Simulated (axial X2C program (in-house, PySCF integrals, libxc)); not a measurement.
**Low determinants of BN⁺ at the PBE0 level, with spin–orbit coupling**

Calculated with an in-house relativistic program for diatomic molecules. Two-component (2c) means X2C with spin–orbit coupling and atomic mean-field two-electron Coulomb and Gaunt terms. Basis: N dyall-av3z [7s7p3d2f], B dyall-v3z [7s6p2d1f] (cores contracted in-house); Gaussian nuclei, density fitting, unrestricted open shells. Masses: N 14.003 u, B 11.009 u.

Search at 1.437 Å (vertical energies from the lowest determinant):

```
ΔE (eV)    state  electrons beyond evenly filled partner blocks  electrons in ±ω = 1/2, 3/2, 5/2, 7/2
   0.00  Ω = 3/2                                        ω = 3/2                              10 1 0 0
   0.31  Ω = 1/2                          2 × ω = -1/2, ω = 3/2                              10 1 0 0
   1.23  Ω = 1/2                                        ω = 1/2                               9 2 0 0
   1.60  Ω = 1/2                                        ω = 1/2                              11 0 0 0
   1.61  Ω = 5/2                           2 × ω = 1/2, ω = 3/2                              10 1 0 0
   4.95  Ω = 5/2                          ω = -1/2, 2 × ω = 3/2                               9 2 0 0
```

Lowest determinant, Ω = 3/2 (⟨Sz⟩ = 1.50, ⟨Lz⟩ = 0.00 at PBE0): Re = 1.435 Å, ωe = 1167.9 cm⁻¹.

The determinant in row 2 of the search, Ω = 1/2 (⟨Sz⟩ = 0.50, ⟨Lz⟩ = 0.00 at PBE0), was followed along the bond at PBE0; measured from the minimum of the lowest determinant it gives:

Te = 0.308 eV (2483 cm⁻¹), Re = 1.442 Å, ωe = 1177.4 cm⁻¹.

(1) Compare the bond of the determinant in row 2 with that of the lowest one.

The search compares states at one distance, so a state with another bond length can lie lower; it is not exhaustive and yields mostly the lowest determinant of each block pattern, so other components and higher states of one pattern are missing. These are energies of single determinants, not of spin-adapted states; PBE0 term energies can be off by some tenths of an eV, and the functional has no current term. The lowest determinant need not be the ground state where others lie within half an eV.

## Answers

(1) At PBE0 its Re is 0.007 Å longer and its force constant, which goes as ωe², is 1.02 times that of the lowest determinant. This determinant mixes spin states, so it has no term energy of its own.
